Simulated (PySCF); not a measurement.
# Electronic absorption of C5H6O

Species: C5H6O.
SMILES: `C#CC1COC1`

Theory: PySCF 2.14.0, density-fitted response routines, TDDFT PBE0/def2-SVPD, vertical, gas phase, core orbitals frozen in the response. Isolated species at its PBE0-D3(BJ)/def2-SVP geometry (one conformer only).

Predict the UV-vis stick spectrum at this level.

| state | λ (nm) | E (eV) | f | symmetry | main configurations (H = HOMO, L = LUMO) |
| --- | --- | --- | --- | --- | --- |
| S1 | 193.7 | 6.40 | 0.0000 | – | H-2→L+1 (66%), H-1→L (13%), H→L+1 (9%) |
| S2 | 185.9 | 6.67 | 0.0048 | A′ | H-1→L+1 (44%), H-2→L (25%), H→L (16%) |
| S3 | 185.0 | 6.70 | 0.0035 | A″ | H-1→L (56%), H-2→L+1 (14%), H-1→L+2 (11%) |
| S4 | 182.4 | 6.80 | 0.0016 | – | H→L (70%), H-2→L (9%) |
| S5 | 180.3 | 6.88 | 0.0004 | – | H→L+1 (84%), H-2→L+1 (13%) |
| S6 | 173.2 | 7.16 | 0.0063 | A′ | H→L+2 (71%), H→L+3 (14%), H→L (10%) |

The lowest singlet lies at 6.40 eV (194 nm, vacuum ultraviolet) and is dark (f under 0.0005); its leading configuration is HOMO-2→LUMO+1 (66%). The strongest level in the table is S6 at 7.16 eV (173 nm, f = 0.0063). It is the last of those listed, so stronger ones may follow. Löwdin shares by element: HOMO oxygen 54%, carbon 19% or more, hydrogen 6% or more (atoms not listed hold the other 20%); LUMO (one of a set within 0.03 eV) carbon 44% or more, hydrogen 13% or more (atoms not listed hold the other 43%). The listed states span 0.76 eV. Of the 6 states listed, none reaches f = 0.01 and 2 stay under 0.0005. Orbital energies (eV): HOMO-3 -9.83, HOMO-2 -7.95, HOMO-1 -7.92, HOMO -7.53, LUMO 0.52, LUMO+1 0.53, LUMO+2 0.90. Symmetry labels in Cs follow from the direction of the transition dipole and are given only for states with f of 0.002 or more. Singlets were solved by full linear response.
